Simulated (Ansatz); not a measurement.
C2F3O (`F[C]1OC1(F)F`) radical, relaxed with UKS PBE0-D4/def2-TZVP in Ansatz 0.2.0 from a PBE-D4/def2-SVP geometry. The force threshold is 0.005 eV/Å; the program also tests the step.

Charge 0, multiplicity 2.

Start:

```xyz
6

F     1.838   -0.040    0.747
C     0.667   -0.570    0.415
O    -0.485   -0.108    1.057
C    -0.397    0.049   -0.357
F    -1.261   -0.646   -1.089
F    -0.362    1.315   -0.773
```

(1) How much energy does the relaxation release, and in how many steps? (Estimate.)

(2) Which bonds change most? (An estimate is asked.)

(3) Give the relaxed structure. (Best estimate.)

Results:

(1) The calculation gave: 3.56 kJ/mol, in 4 steps.

(2) The calculation gave: O3–C4 from 1.425 to 1.404 Å; C2–O3 from 1.397 to 1.378 Å; C2–C4 from 1.453 to 1.437 Å; F1–C2 from 1.327 to 1.311 Å.

(3) Computed: 
```xyz
6

F     1.818   -0.040    0.741
C     0.661   -0.561    0.411
O    -0.478   -0.110    1.041
C    -0.393    0.050   -0.351
F    -1.249   -0.637   -1.075
F    -0.359    1.300   -0.767
```
